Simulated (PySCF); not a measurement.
# C6H10: magnetic properties

Wanted: magnetic properties for C6H10 (`C=C1C[C@H]1CC`).

Programs: PySCF 2.14.0, with routines of our own; each step states its level. All values are computed. Atoms count from 0.

## Step 1: The system as given

16 atoms, charge 0, multiplicity 1; geometry from: GFN2-xTB.

## Step 2: Optimising the geometry at PBE0-D3(BJ)/def2-SVP

What the job is given:

```
{"job": {"xc": "PBE0", "basis": "def2-SVP", "d3": "d3bj", "grid": 1, "kind": "geom"}, "charge": 0, "multiplicity": 1}
C      2.549214    -0.890480     0.465258
C      1.525465    -0.089088     0.327288
C      0.923094     1.066789    -0.342855
C      0.150490     0.263600     0.691094
C     -1.008976    -0.606531     0.255687
C     -2.288697     0.210282     0.106540
H      3.460258    -0.751184    -0.095307
H      2.525440    -1.722878     1.150584
H      1.262801     2.059788    -0.083764
H      0.642629     0.965120    -1.382339
H     -0.003370     0.737393     1.655530
H     -0.762488    -1.083762    -0.695388
H     -1.162843    -1.397902     0.994170
H     -2.558763     0.670169     1.054851
H     -2.149741     0.999947    -0.628508
H     -3.112110    -0.422319    -0.216769
```

The run is started by

```bash
> OMP_NUM_THREADS=1 python excited_run.py task.json out
```

The driver reads the jobs from task.json and runs them one after another.

What it wrote:

```text
step   0  E = -234.14690365  max force = 0.016854
step   1  E = -234.14876334  max force = 0.002721
step   2  E = -234.14878628  max force = 0.000563
step   3  E = -234.14878652  max force = 0.000129
optimisation converged
```

Wall time 15 s (1 thread of Arm Neoverse V2, shared host); peak memory 0.57 GiB.

The steps of the relaxation:

```tsv
step	energy from step 0 (eV)	largest force component (eV/Å)
0	0.0000	0.8667
1	-0.0506	0.1399
2	-0.0512	0.0290
3	-0.0512	0.0066
```

Distances of close pairs at the start and the end, largest changes first:

```tsv
bond	before (Å)	after (Å)	change (Å)
C0–C1	1.307	1.323	+0.016
C0–H7	1.078	1.094	+0.016
C2–H9	1.081	1.097	+0.015
C0–H6	1.079	1.094	+0.015
C2–H8	1.081	1.096	+0.015
C5–H14	1.088	1.101	+0.014
C5–H13	1.088	1.102	+0.014
C3–H10	1.085	1.099	+0.013
```

The final coordinates are the input of the step that follows.

```tsv
at the end point	value
point group (found at 0.08 Å tolerance)	C1
rotational constants (GHz, main isotopes)	8.743, 2.046, 1.799
dipole moment (D)	0.49
```

## Step 3: Magnetic properties: GIAO PBE0/pcSseg-1

What the job is given:

```
{"job": {"kind": "mag", "xc": "PBE0", "basis": "pcSseg-1", "isotopologues": 2}, "charge": 0, "multiplicity": 1}
C      2.601303    -0.929963     0.441169
C      1.571005    -0.111726     0.298309
C      0.984773     1.049365    -0.374075
C      0.197345     0.239517     0.657898
C     -0.973878    -0.613365     0.225333
C     -2.263130     0.180482     0.080138
H      3.523103    -0.787437    -0.130483
H      2.562280    -1.773570     1.136718
H      1.326846     2.053522    -0.100566
H      0.693600     0.946955    -1.426581
H      0.063202     0.733614     1.630298
H     -0.719048    -1.105612    -0.728563
H     -1.111699    -1.428663     0.956083
H     -2.550382     0.652874     1.033030
H     -2.151420     0.984409    -0.664436
H     -3.099103    -0.460194    -0.239218
```

Method: GIAO PBE0/pcSseg-1 magnetisability, rotational g tensor and spin-rotation constants, non-relativistic, gas phase.

What it wrote:

```text
coarse grid: 12720 points
cycle   1  E = -234.1953747397  dE =  6.575e-01  |g| = 3.687e-01  |ddm| = 3.485e+00
cycle   2  E = -234.1956466428  dE = -2.719e-04  |g| = 3.830e-01  |ddm| = 6.977e-01
cycle   3  E = -234.2351052181  dE = -3.946e-02  |g| = 2.995e-02  |ddm| = 3.675e-01
cycle   4  E = -234.2351559565  dE = -5.074e-05  |g| = 2.535e-02  |ddm| = 5.378e-02
cycle   5  E = -234.2353122498  dE = -1.563e-04  |g| = 6.100e-03  |ddm| = 2.700e-02
cycle   6  E = -234.2353209183  dE = -8.668e-06  |g| = 1.897e-03  |ddm| = 6.350e-03
final grid: 120968 points
cycle   7  E = -234.2722825872  dE = -2.920e-05  |g| = 7.811e-03  |ddm| = 3.200e-02
cycle   8  E = -234.2722778588  dE =  4.728e-06  |g| = 9.014e-03  |ddm| = 1.505e-02
cycle   9  E = -234.2722987954  dE = -2.094e-05  |g| = 6.526e-04  |ddm| = 8.562e-03
cycle  10  E = -234.2722988989  dE = -1.035e-07  |g| = 1.398e-04  |ddm| = 9.017e-04
cycle  11  E = -234.2722989035  dE = -4.633e-09  |g| = 4.108e-05  |ddm| = 1.801e-04
cycle  12  E = -234.2722989038  dE = -3.182e-10  |g| = 2.068e-05  |ddm| = 5.415e-05
converged SCF energy = -234.2722989038

Magnetisability tensor (1e-30 J/T^2)
    -1079.02      -50.66      -81.35
      -50.66    -1105.68     -114.55
      -81.35     -114.55    -1134.75
isotropic -1106.48   principal values   -1280.28  -1040.29   -998.88
isotropic susceptibility -66.634 1e-6 cm^3/mol

Inertial axes            a          b          c
rot. const./GHz      8.7428     2.0461     1.7990
chi total           -64.700    -62.556    -72.646
chi diamagnetic    -237.834   -705.599   -791.804
chi paramagnetic    173.134    643.043    719.159
quadrupole/D A       -0.795      1.020     -0.225
g nuclear            0.6992     0.6122     0.6118
g electronic        -0.7111    -0.6181    -0.6078
g total             -0.0119    -0.0059     0.0040

Spin-rotation constants (kHz, H = +C I.J)
atom  isotope        aa         bb         cc
  6     1H        0.185     -0.138     -0.116
  7     1H       -0.839      0.139     -0.146
  8     1H       -0.916     -0.019     -0.145
  9     1H       -0.888     -0.192     -0.018
 10     1H       -0.833     -0.228      0.025
 11     1H       -0.906     -0.237      0.030
 12     1H       -0.939      0.033     -0.150
 13     1H       -0.836     -0.228      0.028
 14     1H       -0.919      0.016     -0.165
 15     1H       -0.372     -0.146     -0.137
  0    13C*       2.627      0.734      0.343
  1    13C*       3.628      0.891      0.308
  2    13C*       1.175      0.368      0.155
  3    13C*       1.483      0.333      0.201
  4    13C*       1.422      0.342      0.283
  5    13C*       1.149      0.290      0.265
* in the singly substituted isotopologue

Isotopologues: g along a, b, c
2H    at 6,7,8,9,10,11,    -0.0086    -0.0049     0.0033
13C   at 0                 -0.0119    -0.0057     0.0039
```

It took 18 s on 1 thread of Arm Neoverse V2, shared host; peak memory 0.73 GiB.

Key values:

```tsv
quantity	value
magnetisability	-1106·10⁻³⁰ J/T²
molar susceptibility	-66.6·10⁻⁶ cm³/mol
rotational g (a, b, c)	-0.0119, -0.0059, 0.0040
```

The fields below are evaluated on a grid from the run's orbitals.

Frontier orbitals at PBE0/pcSseg-1, with the share of their density that lies nearest to each atom:

```tsv
orbital	energy (eV)	lies on
HOMO	-7.36	C0, C1 about 38 % each
LUMO	0.19	C0, C1 about 28 % each; 4 H atoms about 7 % each
```

ELF in a plane through or near 7 of the atoms.

Ten even steps from '0' (0.00) to '9' (1.00):
```
0000000000000000000000000000
0000000000000000000000000000
0000000000000000000000000000
0000000000243100000000000000
0000000003899500000000000000
0000000003899610001200000000
0000000002674641028971000000
0000000014735661049972000000
0000132026885872048861000000
0001698566436376352252100000
0001798448158597682265300000
0000256336555462375577500000
0000027995111068961256400000
0000049998100089981012100000
0000049998100099991000000000
0000005883000069960000000000
0000000000000000000000000000
0000000000000000000000000000
0000000000000000000000000000
0000000000000000000000000000
```
The map spans 12.3 Å across and 9.5 Å up, centred on the molecule. Atoms in the plane (x, y in Å): C0 (-2.7, -0.6), C1 (-1.5, 0.1), C2 (-0.8, 1.3), C4 (0.9, -0.7), C5 (2.3, -0.1), H7 (-2.7, -1.7), H12 (1.0, -1.7).

log10 of the density (e/Å³) in the same plane.

Ten even steps from '0' (-4.0) to '9' (1.1):
```
0000000000000000000000000000
0000000000000000000000000000
0000000001222210000000000000
0000000012344321000000000000
0000000134566543211111000000
0000001235677654333332100000
0000122345788764445543210000
0001233456789865456664320000
0012345567788876567765421000
0013466778988877778876431000
0023567888887888788976532000
0013467897766678877776532000
0012357887655578876665421000
0002356776544468865444320000
0001245665433456654322100000
0000134444322344543210000000
0000012221100122221000000000
0000000000000001100000000000
0000000000000000000000000000
0000000000000000000000000000
```
The map spans 12.3 Å across and 9.5 Å up, centred on the molecule. Atoms in the plane (x, y in Å): C0 (-2.7, -0.6), C1 (-1.5, 0.1), C2 (-0.8, 1.3), C4 (0.9, -0.7), C5 (2.3, -0.1), H7 (-2.7, -1.7), H12 (1.0, -1.7).

On the surface of density 0.002 e/bohr³ the electrostatic potential runs, from the 1st to the 99th percentile, from -0.75 V near C0 to 0.66 V near H9.

## Step 4: Magnetic properties: GIAO X3LYP/6-31G, grid 3

Settings changed since step 3:

```diff
@@ -1,2 +1,2 @@
-{"job": {"kind": "mag", "xc": "PBE0", "basis": "pcSseg-1", "isotopologues": 2}, "charge": 0, "multiplicity": 1}
+{"job": {"kind": "mag", "xc": "X3LYP", "basis": "6-31G", "grid": 3, "scf": {"conv": 1e-11}}, "charge": 0, "multiplicity": 1}
 C      2.601303    -0.929963     0.441169
```

Method: GIAO X3LYP/6-31G magnetisability, rotational g tensor and spin-rotation constants, non-relativistic, gas phase.

What it wrote:

```text
final grid: 182792 points
cycle   1  E = -234.3572116706  dE =  6.897e-01  |g| = 4.005e-01  |ddm| = 3.547e+00
cycle   2  E = -234.3538887330  dE =  3.323e-03  |g| = 4.222e-01  |ddm| = 9.447e-01
cycle   3  E = -234.4044456317  dE = -5.056e-02  |g| = 2.303e-02  |ddm| = 5.050e-01
cycle   4  E = -234.4045082189  dE = -6.259e-05  |g| = 1.775e-02  |ddm| = 5.275e-02
cycle   5  E = -234.4045922175  dE = -8.400e-05  |g| = 2.704e-03  |ddm| = 2.373e-02
cycle   6  E = -234.4045937575  dE = -1.540e-06  |g| = 1.357e-03  |ddm| = 4.257e-03
cycle   7  E = -234.4045942478  dE = -4.902e-07  |g| = 2.268e-04  |ddm| = 1.498e-03
cycle   8  E = -234.4045942611  dE = -1.335e-08  |g| = 5.449e-05  |ddm| = 3.612e-04
cycle   9  E = -234.4045942619  dE = -7.820e-10  |g| = 9.985e-06  |ddm| = 9.545e-05
cycle  10  E = -234.4045942619  dE = -2.825e-11  |g| = 3.560e-06  |ddm| = 1.789e-05
cycle  11  E = -234.4045942619  dE = -2.899e-12  |g| = 9.282e-07  |ddm| = 4.655e-06
converged SCF energy = -234.4045942619

Magnetisability tensor (1e-30 J/T^2)
    -1071.89      -50.73      -77.32
      -50.73    -1102.71     -111.81
      -77.32     -111.81    -1132.29
isotropic -1102.30   principal values   -1272.27  -1034.54  -1000.08
isotropic susceptibility -66.382 1e-6 cm^3/mol

Inertial axes            a          b          c
rot. const./GHz      8.7428     2.0461     1.7990
chi total           -64.255    -62.505    -72.385
chi diamagnetic    -237.056   -704.889   -791.283
chi paramagnetic    172.800    642.384    718.898
quadrupole/D A       -0.978      0.951      0.027
g nuclear            0.6992     0.6122     0.6118
g electronic        -0.7097    -0.6175    -0.6076
g total             -0.0105    -0.0052     0.0042

Spin-rotation constants (kHz, H = +C I.J)
atom  isotope        aa         bb         cc
  6     1H        0.139     -0.156     -0.134
  7     1H       -0.894      0.123     -0.164
  8     1H       -0.973     -0.029     -0.155
  9     1H       -0.936     -0.205     -0.022
 10     1H       -0.888     -0.239      0.020
 11     1H       -0.954     -0.244      0.022
 12     1H       -0.992      0.022     -0.162
 13     1H       -0.892     -0.242      0.018
 14     1H       -0.978      0.006     -0.174
 15     1H       -0.421     -0.161     -0.151
  0    13C*       2.376      0.657      0.297
  1    13C*       3.286      0.800      0.269
  2    13C*       0.998      0.337      0.135
  3    13C*       1.345      0.291      0.174
  4    13C*       1.271      0.306      0.253
  5    13C*       1.024      0.259      0.236
* in the singly substituted isotopologue
```

Wall time 9.9 s (1 thread of Arm Neoverse V2, shared host); peak memory 0.63 GiB.

From this job:

```tsv
quantity	value
magnetisability	-1102·10⁻³⁰ J/T²
molar susceptibility	-66.4·10⁻⁶ cm³/mol
rotational g (a, b, c)	-0.0105, -0.0052, 0.0042
```

## Step 5: Magnetic properties: GIAO revPBE/ANO-RCC-VDZP

Settings changed since step 4:

```diff
@@ -1,2 +1,2 @@
-{"job": {"kind": "mag", "xc": "X3LYP", "basis": "6-31G", "grid": 3, "scf": {"conv": 1e-11}}, "charge": 0, "multiplicity": 1}
+{"job": {"kind": "mag", "xc": "revPBE", "basis": "ANO-RCC-VDZP", "scf": {"guess": "huckel"}}, "charge": 0, "multiplicity": 1}
 C      2.601303    -0.929963     0.441169
```

Level: GIAO revPBE/ANO-RCC-VDZP magnetisability, rotational g tensor and spin-rotation constants, non-relativistic, gas phase.

What it wrote:

```text
final grid: 120968 points
cycle   1  E = -231.6988104431  dE = -8.641e-02  |g| = 3.181e+00  |ddm| = 6.142e+00
cycle   2  E = -214.8549540521  dE =  1.684e+01  |g| = 6.204e+00  |ddm| = 4.006e+01
cycle   3  E = -233.8183693109  dE = -1.896e+01  |g| = 1.576e+00  |ddm| = 3.981e+01
cycle   4  E = -234.1526082125  dE = -3.342e-01  |g| = 1.283e+00  |ddm| = 3.060e+00
cycle   5  E = -234.5650741432  dE = -4.125e-01  |g| = 3.165e-01  |ddm| = 1.399e+00
cycle   6  E = -234.5800297050  dE = -1.496e-02  |g| = 2.017e-01  |ddm| = 4.810e-01
cycle   7  E = -234.5899168799  dE = -9.887e-03  |g| = 3.417e-02  |ddm| = 2.258e-01
cycle   8  E = -234.5902452428  dE = -3.284e-04  |g| = 1.188e-02  |ddm| = 4.744e-02
cycle   9  E = -234.5902851824  dE = -3.994e-05  |g| = 2.112e-03  |ddm| = 1.570e-02
cycle  10  E = -234.5902862210  dE = -1.039e-06  |g| = 7.098e-04  |ddm| = 2.811e-03
cycle  11  E = -234.5902863368  dE = -1.158e-07  |g| = 2.684e-04  |ddm| = 8.762e-04
cycle  12  E = -234.5902863545  dE = -1.774e-08  |g| = 5.355e-05  |ddm| = 3.015e-04
cycle  13  E = -234.5902863551  dE = -5.888e-10  |g| = 2.590e-05  |ddm| = 8.383e-05
converged SCF energy = -234.5902863551

Magnetisability tensor (1e-30 J/T^2)
    -1032.59      -49.03      -79.37
      -49.03    -1069.77     -112.60
      -79.37     -112.60    -1100.42
isotropic -1067.59   principal values   -1239.78   -998.76   -964.23
isotropic susceptibility -64.292 1e-6 cm^3/mol

Inertial axes            a          b          c
rot. const./GHz      8.7428     2.0461     1.7990
chi total           -61.923    -60.463    -70.489
chi diamagnetic    -237.204   -705.217   -791.554
chi paramagnetic    175.281    644.753    721.065
quadrupole/D A       -1.149      1.085      0.065
g nuclear            0.6992     0.6122     0.6118
g electronic        -0.7199    -0.6198    -0.6094
g total             -0.0207    -0.0075     0.0024

Spin-rotation constants (kHz, H = +C I.J)
atom  isotope        aa         bb         cc
  6     1H        0.199     -0.131     -0.116
  7     1H       -0.816      0.142     -0.146
  8     1H       -0.910     -0.013     -0.140
  9     1H       -0.888     -0.190     -0.010
 10     1H       -0.821     -0.226      0.033
 11     1H       -0.902     -0.236      0.039
 12     1H       -0.941      0.041     -0.148
 13     1H       -0.841     -0.232      0.032
 14     1H       -0.923      0.022     -0.169
 15     1H       -0.353     -0.146     -0.137
  0    13C*       2.529      0.685      0.326
  1    13C*       3.546      0.850      0.299
  2    13C*       1.154      0.371      0.159
  3    13C*       1.522      0.332      0.209
  4    13C*       1.439      0.351      0.291
  5    13C*       1.161      0.292      0.267
* in the singly substituted isotopologue
```

It took 60 s on 1 thread of Arm Neoverse V2, shared host; peak memory 0.58 GiB.

In short:

```tsv
quantity	value
magnetisability	-1068·10⁻³⁰ J/T²
molar susceptibility	-64.3·10⁻⁶ cm³/mol
rotational g (a, b, c)	-0.0207, -0.0075, 0.0024
```

## Step 6: Magnetic properties: GIAO CAM-B3LYP/3-21G

What the job is given:

```
{"job": {"kind": "mag", "xc": "CAM-B3LYP", "basis": "3-21G", "scf": {"max_cycle": 78}}, "charge": 0, "multiplicity": 1}
C      2.679342    -0.957862     0.454404
C      1.618135    -0.115078     0.307258
C      1.014316     1.080846    -0.385297
C      0.203265     0.246703     0.677635
C     -1.003094    -0.631766     0.232093
C     -2.331024     0.185896     0.082542
H      3.628796    -0.811060    -0.134397
H      2.639148    -1.826777     1.170820
H      1.366651     2.115128    -0.103583
H      0.714408     0.975364    -1.469378
H      0.065098     0.755622     1.679207
H     -0.740619    -1.138780    -0.750420
H     -1.145050    -1.471523     0.984765
H     -2.626893     0.672460     1.064021
H     -2.215963     1.013941    -0.684369
H     -3.192076    -0.474000    -0.246395
```

Method: GIAO CAM-B3LYP/3-21G magnetisability, rotational g tensor and spin-rotation constants, non-relativistic, gas phase.

What it wrote:

```text
final grid: 120968 points
cycle   1  E = -233.1248527593  dE =  2.871e-01  |g| = 2.000e-01  |ddm| = 3.647e+00
cycle   2  E = -233.1356429828  dE = -1.079e-02  |g| = 1.173e-01  |ddm| = 3.901e-01
cycle   3  E = -233.1387984531  dE = -3.155e-03  |g| = 4.051e-02  |ddm| = 1.311e-01
cycle   4  E = -233.1391546548  dE = -3.562e-04  |g| = 1.904e-02  |ddm| = 5.749e-02
cycle   5  E = -233.1392473568  dE = -9.270e-05  |g| = 1.328e-03  |ddm| = 2.202e-02
cycle   6  E = -233.1392478594  dE = -5.026e-07  |g| = 8.254e-04  |ddm| = 3.168e-03
cycle   7  E = -233.1392480368  dE = -1.774e-07  |g| = 1.054e-04  |ddm| = 9.489e-04
cycle   8  E = -233.1392480411  dE = -4.285e-09  |g| = 3.019e-05  |ddm| = 2.464e-04
cycle   9  E = -233.1392480413  dE = -2.352e-10  |g| = 1.371e-05  |ddm| = 5.241e-05
converged SCF energy = -233.1392480413

Magnetisability tensor (1e-30 J/T^2)
    -1135.13      -51.53      -78.70
      -51.53    -1154.91     -111.69
      -78.70     -111.69    -1181.11
isotropic -1157.05   principal values   -1326.00  -1093.75  -1051.40
isotropic susceptibility -69.679 1e-6 cm^3/mol

Inertial axes            a          b          c
rot. const./GHz      8.2409     1.9286     1.6957
chi total           -68.052    -65.639    -75.346
chi diamagnetic    -247.978   -743.909   -835.131
chi paramagnetic    179.925    678.270    759.785
quadrupole/D A       -0.348      1.033     -0.685
g nuclear            0.6992     0.6122     0.6118
g electronic        -0.6966    -0.6146    -0.6053
g total              0.0026    -0.0023     0.0065

Spin-rotation constants (kHz, H = +C I.J)
atom  isotope        aa         bb         cc
  6     1H        0.109     -0.135     -0.121
  7     1H       -0.796      0.108     -0.147
  8     1H       -0.866     -0.030     -0.134
  9     1H       -0.838     -0.181     -0.017
 10     1H       -0.795     -0.214      0.015
 11     1H       -0.853     -0.213      0.018
 12     1H       -0.894      0.015     -0.143
 13     1H       -0.809     -0.214      0.017
 14     1H       -0.886      0.004     -0.153
 15     1H       -0.394     -0.143     -0.134
  0    13C*       2.123      0.598      0.266
  1    13C*       2.864      0.703      0.236
  2    13C*       0.866      0.296      0.118
  3    13C*       1.169      0.252      0.152
  4    13C*       1.072      0.262      0.222
  5    13C*       0.878      0.224      0.203
* in the singly substituted isotopologue
```

It took 7.5 s on 1 thread of Arm Neoverse V2, shared host; peak memory 0.59 GiB.

All coordinates were scaled by 1.03, so these values belong to a distorted geometry and are kept out of the summary.

## Step 7: Magnetic properties side by side

```tsv
level	ξ (10⁻³⁰ J/T²)	g(a)	g(b)	gap (eV)	functions	time
GIAO PBE0/pcSseg-1	-1106	-0.0119	-0.0059	7.54	152	18 s
GIAO X3LYP/6-31G, grid 3	-1102	-0.0105	-0.0052	7.50	74	9.9 s
GIAO revPBE/ANO-RCC-VDZP	-1068	-0.0207	-0.0075	5.34	134	60 s
```

## Step 8: Summary of results

| quantity | value |
| --- | --- |
| point group | C1 |
| rotational constants (main isotopes) | 8.74, 2.05, 1.80 GHz |
| magnetisability (step 3, GIAO PBE0/pcSseg-1) | -1106·10⁻³⁰ J/T² |
| molar susceptibility (step 3, GIAO PBE0/pcSseg-1) | -66.6·10⁻⁶ cm³/mol |
| rotational g (a, b, c) (step 3, GIAO PBE0/pcSseg-1) | -0.0119, -0.0059, 0.0040 |
| surface potential, 1st and 99th percentile | -0.75 V and 0.66 V |
| magnetisability over the levels | -1106 to -1068·10⁻³⁰ J/T² |
| runs | 0 failed, 1 ended on unsound input |

Over 3 steps the energy fell by 0.051 eV; of the close pairs, C0–C1 changed most, 1.307 to 1.323 Å. The magnetisability spreads by 3.6 % over 3 levels, from GIAO PBE0/pcSseg-1 (18 s) to GIAO revPBE/ANO-RCC-VDZP (60 s); the runs took 9.9 s to 60 s. Vibrational averaging and real surroundings are missing from these values.
